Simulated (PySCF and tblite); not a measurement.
The numbers below are computed, except where a source is named.
1,3-difluoropropane, C3H6F2, numbered as in [F:1][CH2:2][CH2:3][CH2:4][F:5].

Conformers came from 90 starts (ETKDG and KDG, MMFF94s, GFN2-xTB); geometries are PBE0-D3(BJ)/def2-SVP. Energies: B3LYP-D3(BJ)/def2-SVP (IEF-PCM, chloroform), with GFN2-xTB thermal terms (modes under about 50 cm⁻¹ blended into free rotors). Symmetry numbers and mirror images are counted. Conformers within 2.5 kcal/mol (GFN2-xTB free energy) were kept, 4 at most. (PySCF 2.14, tblite 0.8.)

Torsions listed: F1–C2–C3–C4, C2–C3–C4–F5. Of a mirror pair one member is shown.

```json
{"conformer": "1", "shape": "180°, 180°", "symmetry": "C2v"}
{"conformer": "2", "shape": "180°, 61°", "symmetry": "C1 (pair)"}
{"conformer": "3", "shape": "-62°, -64°", "symmetry": "C2 (pair)"}
```

(1) Which of these conformers is the most populated at 298.15 K, and with what share?

(2) Give the DFT energies and free energies relative to the lowest, and all weights.

(3) How does its share change from 180 K to 800 K?

Results:

(1) Conformer 3, about 69 %. The lead over the next is within the error of the method.

(2) 
| conformer | shape | E(DFT) kcal/mol | G(298.15 K) kcal/mol | weight % |
| --- | --- | --- | --- | --- |
| 1 | 180°, 180° | 2.31 | 2.41 | 1.2 |
| 2 | 180°, 61° | 1.04 | 0.51 | 29.4 |
| 3 | -62°, -64° | 0.00 | 0.00 | 69.4 |

(3) From 88 % to 40 %; the mixing entropy goes from 2.11 to 3.07 cal/(mol K).
